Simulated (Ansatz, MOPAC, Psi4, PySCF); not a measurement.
Species: C3H7, net charge 0, doublet state. SMILES: C[CH]C
Coordinates optimised at B3LYP-D3(BJ)/def2-TZVP (Ansatz, a program for electronic structure):
```xyz
10

C      0.0078     0.5370    -0.0037
C      0.0099    -0.1884     1.2924
C      0.0104    -0.2064    -1.2896
H     -0.1967     1.6000    -0.0111
H      0.1792     0.4802     2.1373
H      0.1802     0.4505    -2.1437
H     -0.9463    -0.7046     1.4747
H      0.7800    -0.9680     1.3143
H      0.7806    -0.9861    -1.3004
H     -0.9456    -0.7250    -1.4652
```
Charge 0, spin multiplicity 2.

Property: enthalpy of formation at 298 K, in kcal/mol. Set-up: non-relativistic; no dispersion term unless named; 6-31G* and kin with 6d, 5d where marked; LANL2DZ all-electron up to Ne; 6-311+G** with 5d; no spin-orbit coupling; UHF or UKS for open shells; frozen cores in correlated levels. Basis-set limits of correlation are two-point, X^-3; Hartree-Fock from the larger set. [CCSD(T)-MP2]/basis is that difference in the basis named. Ab initio and DFT rows: single points at B3LYP-D3(BJ) geometries (Ansatz), with unscaled harmonic terms from B3LYP/6-31G* at its own minima, enthalpies of formation by atomisation with measured atoms. Semi-empirical rows: MOPAC heats of formation at their own minima for 298 K.

Measured values: G2/97 table in ASE (Curtiss et al.); they hold spin-orbit and core effects, anharmonicity. 

Value to compare with, the measured value: 21.5 kcal/mol.

| level | program | enthalpy of formation at 298 K (kcal/mol) | error |
|---|---|---|---|
| PM3 | MOPAC | 2.0 | -19.5 |
| HF/LANL2DZ | Ansatz | 256.3 | 234.8 |
| HF/6-31G* | Ansatz | 229.4 | 207.9 |
| SVWN5/6-31G* | Ansatz | -96.5 | -118.0 |
| PBE/LANL2DZ | Ansatz | 18.7 | -2.8 |
| PBE/6-31G* | Ansatz | 5.0 | -16.5 |
| BLYP/6-31G* | Ansatz | 28.5 | 7.0 |
| B3LYP/LANL2DZ | Ansatz | 39.2 | 17.7 |
| B3LYP/6-31G* | Ansatz | 21.1 | -0.4 |
| B3LYP/6-31G** | Ansatz | 14.7 | -6.8 |
| PBE0/6-31G* | Ansatz | 14.2 | -7.3 |
| wB97X-D/6-311+G** | Psi4 | 25.6 | 4.1 |
| MP2/LANL2DZ | Ansatz | 149.5 | 128.0 |
| B3PW91/6-31G* (5d) | PySCF | 16.4 | -5.1 |
| B3LYP-D3(BJ)/def2-TZVPD | Ansatz + dftd3 | 17.8 | -3.7 |
| PBE0/def2-TZVPD | Ansatz | 17.1 | -4.4 |
| M06-2X/def2-TZVPD | PySCF | 24.2 | 2.7 |
| RI-MP2/CBS(cc-pVTZ,cc-pVQZ)+[CCSD(T)-MP2]/cc-pVTZ | Ansatz | 22.9 | 1.4 |

Among the 14 habitual levels, HF/LANL2DZ lies farthest from the measured value (234.8 kcal/mol) and B3LYP/6-31G* nearest (-0.4); 6 of 14 lie above it, and their mean absolute error is 55.4 kcal/mol, the median 11.9. One case shows no general order.

The levels are drawn from those run, B3LYP/6-31G* more often than the rest, none by its result; runs whose electronic state is in doubt are left out.
